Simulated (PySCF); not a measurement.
Propionyl chloride, C₃H₅ClO.
Atom-mapped SMILES: `[CH3:1][CH2:2][C:3](=[O:4])[Cl:5]` (hydrogens: H6, H7, H8 on C1; H9, H10 on C2)

Structure used (PBE0-D3(BJ)/def2-SVP), in Å, numbered top down from 1:
```
atom  x, y, z in Å
C1    -0.4430    0.2295    0.5241
C2     0.7551    1.1555    0.4552
C3     2.0491    0.4653    0.7743
O4     2.2090   -0.6735    1.0489
Cl5    3.4433    1.5951    0.6972
H6    -1.3632    0.7756    0.2731
H7    -0.5581   -0.1959    1.5312
H8    -0.3368   -0.6094   -0.1783
H9     0.6683    2.0083    1.1492
H10    0.8769    1.6126   -0.5414
```

Level of theory: TDDFT PBE0/def2-SVPD, vertical, gas phase, core orbitals frozen in the response (PySCF).

Transition dipole moments from the ground state, in atomic units and in the frame of the coordinates above (overall signs are arbitrary), for the states with f of 0.002 or more among the lowest 5:

| state | E (hartree) | μx | μy | μz |
| --- | --- | --- | --- | --- |
| S3 | 0.2526 | 0.165 | 0.185 | -0.021 |
| S4 | 0.2896 | -0.598 | -0.249 | -0.020 |
| S5 | 0.2943 | -0.113 | -0.126 | 0.014 |

Work out the oscillator strengths.

f = (2/3) ΔE |μ|² with ΔE in hartree (27.2114 eV).

| state | \|μ\|² (au) | \|μ\| (D) | f |
| --- | --- | --- | --- |
| S3 | 0.062 | 0.63 | 0.010 |
| S4 | 0.420 | 1.65 | 0.081 |
| S5 | 0.029 | 0.43 | 0.006 |

What is the point group, and which symmetry does each of these states have?

Cs. From a totally symmetric ground state, an allowed state transforms like the component of the dipole operator along its μ. Polarised in the mirror plane, so A′: S3, S4 and S5.

What angle do the transition dipoles of S3 and S4 make?

|cos θ| = |μa·μb| / (|μa| |μb|) = 0.90, so θ ≈ 26° (taken between 0 and 90°, since the signs are arbitrary).

How is the summed strength of these states shared among x, y and z?

(2/3) Σ ΔE μα² gives 0.076 for x, 0.021 for y and 0.000 for z, 0.097 in all.

What peak molar absorption coefficient would the strongest computed level give as a lone Gaussian band 0.4 eV wide at half height?

ε(max) = 2.175×10⁸ f / FWHM, with the width in cm⁻¹. S4: 2.175×10⁸ × 0.0810 / 3226 ≈ 5500 L mol⁻¹ cm⁻¹.

One conformer stands for the species.
